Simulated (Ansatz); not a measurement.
**Counterpoise correction, worked out**

The pair of HCl (SMILES Cl, atoms 1–2) and CH4S (SMILES CS, atoms 3–8), both closed shells, in one local arrangement (a lower one may exist), relaxed at PBE0-D4/def2-TZVP:

```tsv
atom	x (Å)	y (Å)	z (Å)
Cl1	-0.0280	-0.7039	-2.7776
H2	0.6165	-0.3967	-1.6766
C3	-0.5025	0.4691	0.7735
S4	1.2255	0.1060	0.3903
H5	-1.1737	-0.1563	0.1867
H6	-0.6607	1.5109	0.4962
H7	-0.6973	0.3529	1.8380
H8	1.2202	-1.1819	0.7696
```

Ansatz 0.2.0; basis: def2-TZVPPD; cores frozen in the correlated methods.

CCSD(T) total energies in eV:

| system | geometry | basis functions | energy |
| --- | --- | --- | --- |
| pair | pair | all | -24449.67953 |
| HCl | as in the pair | all (partner as ghosts) | -12526.31630 |
| CH4S | as in the pair | all (partner as ghosts) | -11923.18361 |
| HCl | as in the pair | its own | -12526.29919 |
| CH4S | as in the pair | its own | -11923.16519 |
| HCl | free (PBE0-D4 minimum) | its own | -12526.32008 |
| CH4S | free (PBE0-D4 minimum) | its own | -11923.16572 |

(1) Work out the interaction energy with and without the counterpoise correction, the superposition error, and the binding energy from the relaxed fragments.

T1 diagnostic: at most 0.010.

Results:

(1) Without correction: -24449.67953 − (-12526.29919) − (-11923.16519) = -0.21515 eV.
With correction (each fragment in the whole basis): -24449.67953 − (-12526.31630) − (-11923.18361) = -0.17962 eV = -4.14 kcal/mol.
The superposition error is the difference, 0.03553 eV, 17 % of the uncorrected value: each fragment borrows its partner's functions.
Deformation from the free shapes: 0.02089 eV for HCl and 0.00053 eV for CH4S.
Binding energy from relaxed fragments: -0.17962 + 0.02089 + 0.00053 = -0.15820 eV = -3.65 kcal/mol (electronic, without zero-point energy; negative means bound). For comparison, the corrected interaction energy by CCSD(T) at an estimated basis limit (MP2 extrapolated from triple and quadruple zeta, plus CCSD(T) − MP2 in triple zeta) is -0.214 eV; triple zeta with the correction binds less.

For scale, one of the runs: CCSD(T)/def2-TZVPPD, 224 basis functions, launched by `ansatz run in.yaml --threads 4 --pin off --events-out ev --progress --plain --max-ram 9574MiB`. Time: 42 s of wall clock on 4 CPU threads of an Arm Neoverse V1; the host was shared. Peak host memory: 3.4 GiB.
